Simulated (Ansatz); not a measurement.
Barrier CH3 (SMILES [CH3]) + C2H4 (SMILES C=C) via C3H7, on the benchmark's geometries as Psi4's copy gives them; open shells unrestricted, no zero-point energy, no spin–orbit coupling.
Transition structure (charge 0, multiplicity 2):
```tsv
atom	x (Å)	y (Å)	z (Å)
C	-0.4721	0.6459	0.0000
C	-1.3826	-0.3639	0.0000
H	-0.2320	1.1646	-0.9173
H	-0.2323	1.1648	0.9172
H	-1.7271	-0.8098	0.9225
H	-1.7269	-0.8101	-0.9224
C	1.6120	-0.2422	0.0000
H	2.1952	0.6687	-0.0013
H	1.5894	-0.8096	-0.9186
H	1.5902	-0.8076	0.9200
```

Correlated levels freeze the cores. MP2 and its Hartree–Fock in aug-cc-pVQZ, aug-cc-pVTZ are density fitted.

Run with Ansatz (Gaussian orbitals). Values without a source in brackets are computed.

The barrier height is − E(CH3) − E(C2H4) + E(TS). Total energies (hartree):

| level | CH3 | C2H4 | TS |
|---|---|---|---|
| HF/aug-cc-pVTZ | -39.5780139 | -78.0647469 | -117.6236120 |
| MP2/aug-cc-pVTZ | -39.7382703 | -78.4044077 | -118.1226918 |
| HF/aug-cc-pVQZ | -39.5804429 | -78.0694362 | -117.6306073 |
| MP2/aug-cc-pVQZ | -39.7497141 | -78.4275397 | -118.1565685 |
| MP2/aug-cc-pVDZ | -39.6980364 | -78.3281753 | -118.0071826 |
| CCSD(T)/aug-cc-pVDZ | -39.7242008 | -78.3684151 | -118.0833168 |

Q: Work out the barrier height at the basis-set limit: extrapolate the MP2 correlation part as X⁻³, take Hartree–Fock from the larger set, and add the CCSD(T) − MP2 difference of aug-cc-pVDZ.

A: 
1. Differences (1 hartree = 627.509 kcal/mol): HF/aug-cc-pVTZ 12.016; MP2/aug-cc-pVTZ 12.541; HF/aug-cc-pVQZ 12.093; MP2/aug-cc-pVQZ 12.980; MP2/aug-cc-pVDZ 11.941; CCSD(T)/aug-cc-pVDZ 5.835.
2. Correlation parts, MP2 less HF: 0.525 in aug-cc-pVTZ (X = 3), 0.887 in aug-cc-pVQZ (X = 4).
3. Limit (4³·(0.887) − 3³·(0.525))/(4³ − 3³) = 1.151; with HF/aug-cc-pVQZ it gives 13.244.
4. CCSD(T) less MP2 in aug-cc-pVDZ: -6.106.
Result: 7.14 kcal/mol, against 12.54 at MP2/aug-cc-pVTZ. It is an estimate of this method's limit, not of the exact value.

Doubts at one or more of the structures used: a spin-contaminated determinant (HF/aug-cc-pVTZ, MP2/aug-cc-pVTZ, HF/aug-cc-pVQZ, MP2/aug-cc-pVQZ, MP2/aug-cc-pVDZ, CCSD(T)/aug-cc-pVDZ).

Ansatz is a quantum-chemistry and plane-wave program.
